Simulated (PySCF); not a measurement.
Point-charge models of silylidenephosphane (`[SiH2]=P`) against its computed dipole.

Coordinates (PBE0-D3(BJ)/def2-TZVP, Å) and charges (e) from the PBE0/pcSseg-2 density (PySCF):

```tsv
atom	x	y	z	Mulliken	IAO	Hirshfeld	ESP-fitted
Si1	-0.551	-0.013	-0.203	+0.3068	+0.3767	+0.2528	+0.1111
P2	1.265	-0.990	-0.188	-0.1180	-0.2012	-0.1147	-0.2451
H3	-0.766	1.445	-0.367	-0.0779	-0.0938	-0.0588	+0.0066
H4	-1.833	-0.740	-0.042	-0.0816	-0.0899	-0.0616	+0.0302
H5	1.918	0.264	-0.378	-0.0294	+0.0082	-0.0178	+0.0972
```

Problem. What dipole does each set of charges give (1 e·Å = 4.803 D), and what does the density give?

Solution. The full density gives (-1.20, 1.24, -0.08) D, 1.73 D in size; dipole vectors point from the negative to the positive end.

| scheme | μx | μy | μz | size (D) | share of the full size (%) | angle to the full dipole (°) |
| --- | --- | --- | --- | --- | --- | --- |
| Mulliken | -0.79 | 0.25 | 0.02 | 0.83 | 48 | 29 |
| IAO | -1.01 | 0.61 | -0.02 | 1.18 | 68 | 15 |
| Hirshfeld | -0.77 | 0.32 | 0.01 | 0.83 | 48 | 24 |
| ESP-fitted | -1.18 | 1.22 | -0.08 | 1.70 | 98 | 0 |

Problem. Which set comes closest?

Solution. Length of the difference vector: ESP-fitted 0.03 D, IAO 0.66 D, Hirshfeld 1.02 D, Mulliken 1.07 D. Closest: ESP-fitted. ESP charges are fitted to the potential around the molecule, whose slowest-falling term is the dipole's. 

Problem. What is left for the Hirshfeld atoms' own dipoles?

Solution. The Hirshfeld atoms' densities add up to the full density, so μ = Σ q r + Σ (atomic dipoles). The atomic dipoles sum to (-1.20, 1.24, -0.08) − (-0.77, 0.32, 0.01) = (-0.43, 0.92, -0.09) D, 1.02 D in size.

Problem. With the origin at the mean of the coordinates, (0.007, -0.007, -0.235) Å, which are the largest single terms, by size, of the Mulliken dipole along the direction of the full one?

Solution. P2 +0.90, H3 -0.59, Si1 +0.56, H4 -0.29, H5 +0.16 D; all 5 atoms together +0.73 D. The single terms depend on the origin, their sum doesn't.

Problem. Give the size of the full dipole in other units.

Solution. 1.73 D = 0.680 au = 0.360 e·Å = 5.76 × 10⁻³⁰ C·m.

Isolated species at its PBE0-D3(BJ)/def2-TZVP geometry, gas phase.
